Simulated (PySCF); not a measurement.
C3H4F2 (charge +1 and doublet state).
Geometry (GFN2-xTB, Å), atoms numbered from 1 in this order:
```xyz
9
C3H4F2 angstrom
C      1.3781   -0.1440   -0.2627
C      0.2503    0.5158   -0.0661
C     -1.0972   -0.1375    0.2299
F     -2.1280    0.5908   -0.1565
F     -1.2194   -1.3595   -0.2633
H      1.5669   -1.1774    0.0217
H      2.2148    0.3178   -0.7891
H      0.1625    1.6030   -0.0957
H     -1.1144   -0.2028    1.3566
```

The hyperfine couplings belong to this conformer and change with its torsions.

The species is `[CH2][CH+]C(F)F` [radical] (charge +1).

Computed with UKS B3LYP, pcH-1 on C F H, non-relativistic, mean-field spin-orbit, GIAO (PySCF). Geometry: GFN2-xTB, one conformer, isolated ion. Couplings are sensitive to structure, and on GFN2-xTB geometries they can be far from those on DFT ones, by a factor of two or more for some ions and for spin on atoms past the first row. The frame is twisted about the C1–C2 bond at this geometry (dihedral H6–C1–C2–C3 = -18°); couplings at other torsion angles weren't computed. No stability test was run, so a lower SCF solution isn't excluded.

**Question.** Give the principal g shifts and their parts.

**Answer.** 
```csv
Δg (ppm),1,2,3
relativistic mass correction,-159,-159,-159
gauge correction,6,24,30
orbital Zeeman/spin–orbit,-25,1848,2926
total,-178,1713,2797
```

So g = 2.00214, 2.00403, 2.00512 and g_iso = 2.00376; the tensor is rhombic: the two nearest values differ by 36 % of g3 − g1. 

**Question.** What effective moment and Curie constant follow for a powder?

**Answer.** With the mean of g² = 4.0151 and S(S+1) = 0.75: μ_eff = √(⟨g²⟩S(S+1)) = 1.735 μB and χT = 0.12505·⟨g²⟩·S(S+1) = 0.377 cm³ K/mol (cgs; spin-Hamiltonian part alone).

**Question.** What are the electron Larmor frequencies g μB B/h along the three axes at 1200 mT?

**Answer.** 33.6270, 33.6587, 33.6769 GHz for g1, g2 and g3, a range of 50.0 MHz.

**Question.** In a frozen sample, at which fields do the three g values resonate at 9.5, 34, 94 and 263 GHz (hyperfine left aside), and which band first spreads them over more than twice a line width of 1.0 mT?

**Answer.** 
```json
{"band": "X", "GHz": "9.5", "B(g3) mT": "338.51", "B(g2) mT": "338.69", "B(g1) mT": "339.01", "spread mT": "0.50"}
{"band": "Q", "GHz": "34.0", "B(g3) mT": "1211.51", "B(g2) mT": "1212.17", "B(g1) mT": "1213.31", "spread mT": "1.80"}
{"band": "W", "GHz": "94.0", "B(g3) mT": "3349.47", "B(g2) mT": "3351.29", "B(g1) mT": "3354.45", "spread mT": "4.98"}
{"band": "J", "GHz": "263.0", "B(g3) mT": "9371.40", "B(g2) mT": "9376.47", "B(g1) mT": "9385.33", "spread mT": "13.93"}
```

The spread grows in proportion to the frequency. W band is the first where it exceeds 2.0 mT.

The largest Mulliken spin populations are on C1 (+0.42), C2 (+0.36) and H9 (+0.11).

The HOMO–LUMO gaps are 6.77 eV among the α and 2.96 eV among the β orbitals.
